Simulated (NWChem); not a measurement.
## Correlation energy of O (+1)

SMILES: [O+]
```xyz
1

O      0.0000     0.0000     0.0000
```
Charge +1, spin multiplicity 4.

Everything below was run with NWChem.

Basis set: 6-31G*. Each correlation energy counts from its own Hartree-Fock reference.

The correlated methods keep 1 core orbital frozen. The Pople sets run with spherical d functions. The stability of the SCF solutions was not checked. Open-shell Hartree-Fock references start from PBE0 orbitals. No row is a measurement; the coupled-cluster row has its own basis-set and correlation limits.

```tsv
method	correlation energy (mHa)
CCSDT on ROHF	-81.1
CCSD[T] on UHF	-76.7
CCSD on ROHF	-80.5
CCSD(T) on ROHF	-81.1
SCS-UMP2	-58.4
CCSD[T] on ROHF	-81.1
CCSD on UHF	___
CCSD(T) on UHF	-76.6
UMP2	___
```

Task: Some entries are withheld; supply them.

Result: 
- CCSD on UHF, correlation energy (mHa): -76.1
- UMP2, correlation energy (mHa): -60.6
